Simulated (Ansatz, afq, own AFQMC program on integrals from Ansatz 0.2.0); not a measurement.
## BH$_{2}$O, doublet in cc-pVDZ, levels against CCSDT(Q)

```xyz
4

B     0.0000    0.0000    0.6689
O     0.0000    0.0000   -0.6123
H     0.0000    1.0503    1.2721
H     0.0000   -1.0503    1.2721
```

Connectivity, by distances: BH2–O.

Basis cc-pVDZ. Noble-gas cores (and the filled d shells of Ga–Kr and In–Xe) are frozen. Ansatz 0.2.0 and our own AFQMC program on the same integrals; the CISD trial comes from CCSD amplitudes, and released means the phaseless constraint is let go. ± is one standard error of the sampling.

Determinant: UHF, the one that the program's search chose, which needn't be the lowest solution. The geometry is a point of a scan.

No full CI on the walks' own integrals is used here; CCSDT(Q) serves as the reference and is uncertain by about the last step of the cluster series.

Cautions: higher spins were not checked; raised T1 diagnostic (T1 0.040, weight of the determinant 0.87, largest double 0.06).

The T1 diagnostic is 0.0402 and the weight of the determinant in the CISD state is 0.874. The ⟨S²⟩ of the determinant is 0.767 and the size of the correlated space is 11 electrons in 36 orbitals.

```csv
level,correlation energy (eV)
MP2,-6.3043
CCSD,-7.2027
CCSD(T),-7.3838
```

Task: Estimate where AFQMC with the constraint released lies against CCSD(T) on the same integrals.

Result: 2.02 ± 0.82 mEh below CCSD(T).

Reference: CCSDT(Q), correlation energy -7.432 eV. The released energy is read at 2.40 1/Eh (meV from the phaseless value at times in 1/Eh: 17 ± 15 at 0.24, 16 ± 16 at 0.51, 16 ± 14 at 0.99, -8 ± 20 at 1.62, 7 ± 22 at 2.40).

```csv
level,E − E(reference) (mEh),share of correlation (%)
CCSD(T),1.79,99.35
CCSDT,0.65,99.76
ph-AFQMC/HF,-3.07 ± 2.17,101.12
ph-AFQMC/CISD,-0.49 ± 0.58,100.18
released AFQMC,-0.23 ± 0.82,100.08
```

A walk keeps the symmetry of its determinant, which the program's search chose and which needn't be the lowest solution, so a lower state of the same spin and another symmetry isn't excluded. Released energies are given only where the last usable release times agree within the noise; a slower fall can still hide under it.
